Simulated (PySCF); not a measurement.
Gas-phase reaction: 2 BH = 2 B + H₂

Method: PySCF energies plus ideal-gas RRHO corrections (1 bar). Table values come from the NASA 1993 polynomials. † marks an energy on the PBE0/def2-TZVP geometry and frequencies; other levels use their own. CCSD(T) freezes the core. 6-31G* has spherical d functions here. Open shells (unrestricted): B (multiplicity 2, electronic degeneracy 6); the rest are closed-shell singlets. Spin-orbit splitting is ignored; it lowers the true energy and changes the entropy of B. B3LYP is the form with VWN-RPA correlation. CCSD(T) isn't extrapolated to the basis-set limit; its ΔH°(298 K) is 248.4 kJ in def2-SVP and 247.1 kJ in def2-TZVPP. The harmonic model lacks anharmonicity and excited electronic states, which grow with temperature; levels with a mode under 35 cm⁻¹ are left out. The table's entry may be an old estimate for BH (not checked at source).

```tsv
level	ΔH°(298 K), kJ	minus table	ΔG°(2000 K), kJ
table	234.7	-	27.6
B3LYP/6-31G*	243.0	8.3	35.6
B3LYP/def2-TZVP†	242.4	7.7	34.7
CCSD(T)/def2-SVP†	248.4	13.7	40.6
HF/def2-TZVP†	168.2	-66.5	-39.5
PBE/def2-SVP	249.5	14.8	42.5
PBE/def2-TZVP†	243.0	8.3	35.3
PBE0/def2-QZVP†	239.0	4.3	31.3
PBE0/def2-TZVP	239.2	4.5	31.4
r2SCAN/def2-TZVP†	216.4	-18.3	8.6
ωB97X-V/def2-TZVP†	247.3	12.6	39.5
```
